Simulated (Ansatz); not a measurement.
System: zinc-blende HgS (metastable phase). Method: Hartree–Fock in Ansatz (plane waves, PAW).

Numerical settings: plane-wave cutoff 460 eV, 8×8×8 k mesh, Fermi–Dirac smearing 0.01 eV, scalar-relativistic PAW data made under PBE.

Cell (measured lattice):

Space group F-43m (No. 216); a = b = c = 5.841 Å, α = β = γ = 90.00°

```
atom  site  symmetry       x       y       z
----  ----  --------  ------  ------  ------
Hg      4a      -43m  0.0000  0.0000  0.0000
S       4d      -43m  0.7500  0.7500  0.7500
```
(The calculation used a cell of 2 atoms; values per cell refer to that cell.)

**Question.** Estimate the band gap that the calculation returns.

**Answer.** 
- band gap = 6.53 eV (on the SCF k mesh)

Note: cell and atoms aren't relaxed at this level (pressure 8.2 GPa).

Spin–orbit coupling is not included.

Computing time: around 4 core-minutes (rough).

Ansatz is an electronic-structure program.
